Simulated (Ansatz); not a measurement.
**Si₂O (singlet): from Hartree-Fock to the top rungs, cc-pVTZ**

One table from this session's results is given with a row withheld; the runs are named, their logs left out.

The runs use Ansatz 0.2.0, Gaussian basis; cc-pVTZ, core rule «outside noble gas», up to 11 orbitals frozen.

To be run: UHF; CCSD(T) on RHF; CCSD(T) on UHF; BCCD(T) on RHF; CCSDT(Q) on RHF; CCSDT(Q) on UHF; CASSCF and NEVPT2, 14 electrons in 12 orbitals.

10 further runs of the same task are left out: 4 for a known fault of the program, 6 set aside as unsound or not needed.

### The system

The geometry is a PBE0/def2-TZVP stationary point (not a proven minimum) of the parent state, kept for this charge and spin.

3 atoms, charge 0, spin multiplicity 1.

Atoms are counted from 1 here; the program's logs count them from 0.

Bond lengths: Si1–O2 1.638 Å, O2–Si3 1.638 Å. Angles: Si1–O2–Si3 180.0°.

Set-up of the first run:

Input file in.yaml:

```yaml
crystal:
  periodic: [false, false, false]
  atoms:
    - {symbol: Si, position_ang: [0.000000, 0.000000, 1.638100]}
    - {symbol: O, position_ang: [0.000000, 0.000000, 0.000000]}
    - {symbol: Si, position_ang: [0.000000, 0.000000, -1.638100]}
basis:
  gaussian: {orbitals: cc-pVTZ}
magnetization: {spin_polarized: true, initial_magnetization: 0}
hamiltonian: {xc: hf}
output: {orbitals: {seedname: orbitals}}
```

Launch:

```console
ansatz run in.yaml --threads 1 --pin off --events-out ev --progress --plain --max-ram 2560MiB --backend cpu
```

Among the steps run: UHF; CCSD(T) on RHF; CCSD(T) on UHF; BCCD(T) on RHF; CCSDT(Q) on RHF; CCSDT(Q) on UHF; CASSCF and NEVPT2, 14 electrons in 12 orbitals.

One table of the session follows, with a row left open; its other results are not shown here.

It belongs to the step «Misses and costs». 

```
        method  from RCCSDT(Q) (meV)
           RHF              +13646.9
          RMP2               +1580.1
          UMP2               +1347.8
         RCCSD               +1023.8
         UCCSD                +848.9
      RCCSD(T)                +141.2
      UCCSD(T)                 +47.6
       BCCD(T)                +134.3
        RCCSDT                +126.2
        UCCSDT                     ?
     RCCSDT(Q)                     0
     UCCSDT(Q)                -187.2
CASSCF valence               +9103.0
NEVPT2 valence               +2067.8
```

Estimate the missing values for UCCSDT.

**Answer.** from RCCSDT(Q) (meV): -58.0. In the column «from RCCSDT(Q) (meV)» it lies between UCCSDT(Q) (-187.2) and RCCSDT(Q) (0).

Left out of the table: UHF (another determinant or state than the rows shown).

Caveats from the session: The determinant is far from a pure spin state, so its energy mixes those of several spin states (harmless only where they are near-degenerate, as at dissociation). The report flags that the cluster equations may have other roots. The program flags RCCSD(T), UCCSD(T), BCCD(T), RCCSDT(Q), UCCSDT(Q) as in doubt, so the zero of the table is itself unsure. Warnings: restricted reference is unstable; spin contamination; coupled cluster took another determinant than the lowest; large T1 diagnostic. Restricted and unrestricted rows rest on different reference determinants; where their highest levels disagree by more than a few hundredths of an eV, they describe different states and don't form one ladder.
